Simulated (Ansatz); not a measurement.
Ansatz (a program for electronic structure) input (B3LYP/6-31G*):

Ansatz 0.2 input:
```yaml
crystal:
  periodic: [false, false, false]
  atoms:
    - {symbol: C, position_ang: [0.00507577, 0.75133721, -0.37863403]}
    - {symbol: O, position_ang: [0.04372683, 0.09281497, 0.82235092]}
    - {symbol: C, position_ang: [0.04668485, -0.70011904, -0.41876007]}
    - {symbol: H, position_ang: [-0.79413712, 1.45682489, -0.60833601]}
    - {symbol: H, position_ang: [-0.85321078, -1.29974160, -0.55652069]}
    - {symbol: H, position_ang: [0.98696944, -1.20691201, -0.62958597]}
basis:
  gaussian:
    orbitals: 6-31G*
hamiltonian:
  xc: {name: B3LYP}
magnetization: {spin_polarized: true, initial_magnetization: 1}
phonons: {temperatures: {t_min: 298.15, t_max: 298.15, t_step: 100}}
```

Output:

```
Functional definition: B3LYP
integrals: 0.01 GiB planned
567 factors; integrals over basis functions are off by at most 3.5e-4 eV
mean field: 0.16 GiB planned
mean field evaluation 1: about -4164.2786 eV, gradient 2.2e1 eV
mean field evaluation 2: about -4163.4535 eV, gradient 2.8e1 eV
mean field evaluation 4: about -4166.4066 eV, gradient 1.2e0 eV
mean field evaluation 8: about -4166.4231 eV, gradient 4.7e-2 eV
mean field evaluation 16: about -4166.4231 eV, gradient 3.5e-5 eV
mean field -4166.42310437 eV, -153.1132249827 hartree, gradient 3.5e-5 eV, S^2 0.752493; 0 other end points of the search recorded, 0 dependent functions left out
the calculation of the forces begins
reference -4166.42324225 eV, -153.1132300495 hartree; 12, 11 occupied and 39, 40 virtual orbitals, 567 factors
these checks for a lower state are left out or cut short: stability, starts, cluster_reference, orbital_swaps, neighbouring_geometries, increment
integrals: 0.01 GiB planned
567 factors; integrals over basis functions are off by at most 3.5e-4 eV
mean field: 0.16 GiB planned
mean field -4166.42301750 eV, -153.1132217900 hartree, gradient 1.0e-6 eV, S^2 0.752487; 0 other end points of the search recorded, 0 dependent functions left out
the calculation of the forces begins
reference -4166.42315542 eV, -153.1132268587 hartree; 12, 11 occupied and 39, 40 virtual orbitals, 567 factors
these checks for a lower state are left out or cut short: stability, starts, cluster_reference, orbital_swaps, neighbouring_geometries, increment
integrals: 0.01 GiB planned
567 factors; integrals over basis functions are off by at most 3.5e-4 eV
mean field: 0.16 GiB planned
mean field -4166.42301926 eV, -153.1132218550 hartree, gradient 2.4e-6 eV, S^2 0.752499; 0 other end points of the search recorded, 0 dependent functions left out
the calculation of the forces begins
reference -4166.42315709 eV, -153.1132269199 hartree; 12, 11 occupied and 39, 40 virtual orbitals, 567 factors
these checks for a lower state are left out or cut short: stability, starts, cluster_reference, orbital_swaps, neighbouring_geometries, increment
integrals: 0.01 GiB planned
567 factors; integrals over basis functions are off by at most 3.5e-4 eV
mean field: 0.16 GiB planned
mean field evaluation 32: about -4166.4229 eV, gradient 1.2e-4 eV
mean field -4166.42291958 eV, -153.1132181916 hartree, gradient 1.2e-6 eV, S^2 0.752500; 0 other end points of the search recorded, 0 dependent functions left out
the calculation of the forces begins
reference -4166.42305746 eV, -153.1132232588 hartree; 12, 11 occupied and 39, 40 virtual orbitals, 567 factors
these checks for a lower state are left out or cut short: stability, starts, cluster_reference, orbital_swaps, neighbouring_geometries, increment
integrals: 0.01 GiB planned
567 factors; integrals over basis functions are off by at most 3.5e-4 eV
mean field: 0.16 GiB planned
mean field -4166.42292056 eV, -153.1132182277 hartree, gradient 1.3e-6 eV, S^2 0.752487; 0 other end points of the search recorded, 0 dependent functions left out
the calculation of the forces begins
reference -4166.42305842 eV, -153.1132232941 hartree; 12, 11 occupied and 39, 40 virtual orbitals, 567 factors
these checks for a lower state are left out or cut short: stability, starts, cluster_reference, orbital_swaps, neighbouring_geometries, increment
integrals: 0.01 GiB planned
567 factors; integrals over basis functions are off by at most 3.5e-4 eV
mean field: 0.16 GiB planned
mean field -4166.42300787 eV, -153.1132214362 hartree, gradient 1.8e-6 eV, S^2 0.752489; 0 other end points of the search recorded, 0 dependent functions left out
the calculation of the forces begins
reference -4166.42314578 eV, -153.1132265045 hartree; 12, 11 occupied and 39, 40 virtual orbitals, 567 factors
these checks for a lower state are left out or cut short: stability, starts, cluster_reference, orbital_swaps, neighbouring_geometries, increment
integrals: 0.01 GiB planned
567 factors; integrals over basis functions are off by at most 3.5e-4 eV
mean field: 0.16 GiB planned
mean field -4166.42301046 eV, -153.1132215313 hartree, gradient 1.0e-6 eV, S^2 0.752497; 0 other end points of the search recorded, 0 dependent functions left out
the calculation of the forces begins
reference -4166.42314829 eV, -153.1132265967 hartree; 12, 11 occupied and 39, 40 virtual orbitals, 567 factors
these checks for a lower state are left out or cut short: stability, starts, cluster_reference, orbital_swaps, neighbouring_geometries, increment
integrals: 0.01 GiB planned
567 factors; integrals over basis functions are off by at most 3.5e-4 eV
mean field: 0.16 GiB planned
mean field -4166.42308649 eV, -153.1132243256 hartree, gradient 2.9e-6 eV, S^2 0.752495; 0 other end points of the search recorded, 0 dependent functions left out
[...]
mean field: 0.16 GiB planned
mean field evaluation 160: about -4166.4231 eV, gradient 3.0e-6 eV
mean field -4166.42308756 eV, -153.1132243647 hartree, gradient 3.0e-6 eV, S^2 0.752494; 0 other end points of the search recorded, 0 dependent functions left out
the calculation of the forces begins
reference -4166.42322545 eV, -153.1132294321 hartree; 12, 11 occupied and 39, 40 virtual orbitals, 567 factors
these checks for a lower state are left out or cut short: stability, starts, cluster_reference, orbital_swaps, neighbouring_geometries, increment
integrals: 0.01 GiB planned
567 factors; integrals over basis functions are off by at most 3.5e-4 eV
mean field: 0.16 GiB planned
mean field -4166.42302367 eV, -153.1132220169 hartree, gradient 2.0e-6 eV, S^2 0.752492; 0 other end points of the search recorded, 0 dependent functions left out
the calculation of the forces begins
reference -4166.42316151 eV, -153.1132270825 hartree; 12, 11 occupied and 39, 40 virtual orbitals, 567 factors
these checks for a lower state are left out or cut short: stability, starts, cluster_reference, orbital_swaps, neighbouring_geometries, increment
integrals: 0.01 GiB planned
567 factors; integrals over basis functions are off by at most 3.5e-4 eV
mean field: 0.16 GiB planned
mean field -4166.42302658 eV, -153.1132221240 hartree, gradient 1.9e-6 eV, S^2 0.752494; 0 other end points of the search recorded, 0 dependent functions left out
the calculation of the forces begins
reference -4166.42316449 eV, -153.1132271920 hartree; 12, 11 occupied and 39, 40 virtual orbitals, 567 factors
these checks for a lower state are left out or cut short: stability, starts, cluster_reference, orbital_swaps, neighbouring_geometries, increment
integrals: 0.01 GiB planned
567 factors; integrals over basis functions are off by at most 3.5e-4 eV
mean field: 0.16 GiB planned
mean field -4166.42306215 eV, -153.1132234309 hartree, gradient 2.3e-6 eV, S^2 0.752491; 0 other end points of the search recorded, 0 dependent functions left out
the calculation of the forces begins
reference -4166.42319998 eV, -153.1132284963 hartree; 12, 11 occupied and 39, 40 virtual orbitals, 567 factors
these checks for a lower state are left out or cut short: stability, starts, cluster_reference, orbital_swaps, neighbouring_geometries, increment
integrals: 0.01 GiB planned
567 factors; integrals over basis functions are off by at most 3.5e-4 eV
mean field: 0.16 GiB planned
mean field -4166.42306184 eV, -153.1132234198 hartree, gradient 2.9e-6 eV, S^2 0.752495; 0 other end points of the search recorded, 0 dependent functions left out
the calculation of the forces begins
reference -4166.42319975 eV, -153.1132284879 hartree; 12, 11 occupied and 39, 40 virtual orbitals, 567 factors
these checks for a lower state are left out or cut short: stability, starts, cluster_reference, orbital_swaps, neighbouring_geometries, increment
integrals: 0.01 GiB planned
567 factors; integrals over basis functions are off by at most 3.5e-4 eV
mean field: 0.16 GiB planned
mean field -4166.42309034 eV, -153.1132244669 hartree, gradient 1.9e-6 eV, S^2 0.752493; 0 other end points of the search recorded, 0 dependent functions left out
the calculation of the forces begins
reference -4166.42322822 eV, -153.1132295338 hartree; 12, 11 occupied and 39, 40 virtual orbitals, 567 factors
these checks for a lower state are left out or cut short: stability, starts, cluster_reference, orbital_swaps, neighbouring_geometries, increment
integrals: 0.01 GiB planned
567 factors; integrals over basis functions are off by at most 3.5e-4 eV
mean field: 0.16 GiB planned
mean field evaluation 192: about -4166.4231 eV, gradient 3.3e-2 eV
mean field -4166.42309106 eV, -153.1132244933 hartree, gradient 2.6e-6 eV, S^2 0.752493; 0 other end points of the search recorded, 0 dependent functions left out
the calculation of the forces begins
reference -4166.42322893 eV, -153.1132295599 hartree; 12, 11 occupied and 39, 40 virtual orbitals, 567 factors
these checks for a lower state are left out or cut short: stability, starts, cluster_reference, orbital_swaps, neighbouring_geometries, increment
integrals: 0.01 GiB planned
567 factors; integrals over basis functions are off by at most 3.5e-4 eV
mean field: 0.16 GiB planned
mean field -4166.42301967 eV, -153.1132218699 hartree, gradient 1.2e-6 eV, S^2 0.752494; 0 other end points of the search recorded, 0 dependent functions left out
the calculation of the forces begins
reference -4166.42315756 eV, -153.1132269373 hartree; 12, 11 occupied and 39, 40 virtual orbitals, 567 factors
these checks for a lower state are left out or cut short: stability, starts, cluster_reference, orbital_swaps, neighbouring_geometries, increment
integrals: 0.01 GiB planned
567 factors; integrals over basis functions are off by at most 3.5e-4 eV
mean field: 0.16 GiB planned
mean field -4166.42301717 eV, -153.1132217779 hartree, gradient 1.3e-6 eV, S^2 0.752492; 0 other end points of the search recorded, 0 dependent functions left out
the calculation of the forces begins
reference -4166.42315503 eV, -153.1132268441 hartree; 12, 11 occupied and 39, 40 virtual orbitals, 567 factors
these checks for a lower state are left out or cut short: stability, starts, cluster_reference, orbital_swaps, neighbouring_geometries, increment
integrals: 0.01 GiB planned
567 factors; integrals over basis functions are off by at most 3.5e-4 eV
mean field: 0.16 GiB planned
mean field -4166.42306836 eV, -153.1132236591 hartree, gradient 2.0e-6 eV, S^2 0.752492; 0 other end points of the search recorded, 0 dependent functions left out
the calculation of the forces begins
reference -4166.42320622 eV, -153.1132287255 hartree; 12, 11 occupied and 39, 40 virtual orbitals, 567 factors
these checks for a lower state are left out or cut short: stability, starts, cluster_reference, orbital_swaps, neighbouring_geometries, increment
integrals: 0.01 GiB planned
567 factors; integrals over basis functions are off by at most 3.5e-4 eV
mean field: 0.16 GiB planned
mean field -4166.42306969 eV, -153.1132237083 hartree, gradient 2.4e-6 eV, S^2 0.752495; 0 other end points of the search recorded, 0 dependent functions left out
the calculation of the forces begins
reference -4166.42320758 eV, -153.1132287755 hartree; 12, 11 occupied and 39, 40 virtual orbitals, 567 factors
these checks for a lower state are left out or cut short: stability, starts, cluster_reference, orbital_swaps, neighbouring_geometries, increment
integrals: 0.01 GiB planned
567 factors; integrals over basis functions are off by at most 3.5e-4 eV
mean field: 0.16 GiB planned
mean field evaluation 224: about -4166.4231 eV, gradient 1.3e-5 eV
mean field -4166.42308926 eV, -153.1132244274 hartree, gradient 1.3e-6 eV, S^2 0.752493; 0 other end points of the search recorded, 0 dependent functions left out
the calculation of the forces begins
reference -4166.42322714 eV, -153.1132294943 hartree; 12, 11 occupied and 39, 40 virtual orbitals, 567 factors
these checks for a lower state are left out or cut short: stability, starts, cluster_reference, orbital_swaps, neighbouring_geometries, increment
integrals: 0.01 GiB planned
567 factors; integrals over basis functions are off by at most 3.5e-4 eV
mean field: 0.16 GiB planned
mean field -4166.42308802 eV, -153.1132243819 hartree, gradient 1.9e-6 eV, S^2 0.752493; 0 other end points of the search recorded, 0 dependent functions left out
the calculation of the forces begins
reference -4166.42322589 eV, -153.1132294485 hartree; 12, 11 occupied and 39, 40 virtual orbitals, 567 factors
Total energy: -4166.42324225 eV, -153.1132300495 hartree
Atom 0 at     0.005076     0.751337    -0.378634 Å, force    -0.000405    -0.000372    -0.000348 eV/Å
Atom 1 at     0.043727     0.092815     0.822351 Å, force     0.000056     0.000165    -0.000158 eV/Å
Atom 2 at     0.046685    -0.700119    -0.418760 Å, force     0.000677    -0.000340     0.000068 eV/Å
Atom 3 at    -0.794137     1.456825    -0.608336 Å, force    -0.000223     0.000744     0.000350 eV/Å
Atom 4 at    -0.853211    -1.299742    -0.556521 Å, force    -0.000481     0.000070    -0.000151 eV/Å
Atom 5 at     0.986969    -1.206912    -0.629586 Å, force     0.000376    -0.000268     0.000238 eV/Å
Dipole moment:    -0.132977    -0.133655    -0.298354 e Å
Vibrations: 793.81 818.06 949.94 1049.90 1086.17 1133.43 1195.00 1366.73 1551.69 3113.77 3142.86 3202.75 cm⁻¹, zero-point energy 1.202901 eV
```

The blocks after the first are displaced geometries, from whose forces the wavenumbers follow.
